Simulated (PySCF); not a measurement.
## Working out the electron affinity of Cl

Cl⁻ [Ar] (1S) → Cl [Ne] 3s2 3p5 (2P). Calculation: PySCF 2.14, in dyall-av2z (13s9p2d, 50 functions); the non-relativistic Hamiltonian (point nucleus). Frozen: [Ne]; the 16 highest virtual orbitals dropped. Energies in hartree (1 hartree = 27.21139 eV):

```csv
part,Cl⁻ (lower),Cl (upper)
UHF,-459.563686,-459.472916
MP2 opposite-spin,-0.121408,-0.094725
MP2 same-spin,-0.044970,-0.031700
```

What does Hartree-Fock give?

(-459.472916) − (-459.563686) = 0.090770 hartree = 2.470 eV.

What do MP2 and SCS-MP2 (6/5 opposite-spin, 1/3 same-spin) give?

The opposite-spin parts differ by 0.726 eV and the same-spin parts by 0.361 eV. MP2: 2.470 + (0.726) + (0.361) = 3.557 eV. SCS-MP2: 2.470 + 1.2 × (0.726) + (0.361)/3 = 3.462 eV.

A first-order spin-orbit estimate adds -0.034 eV to MP2 (valence), giving 3.523 eV against 3.613 eV (measured; photodetachment measurements, as compiled on the Wikipedia data page of electron affinities).

A double-zeta basis recovers only part of the correlation energy.

What remains against the reference includes basis incompleteness, the frozen core and correlation beyond second order.
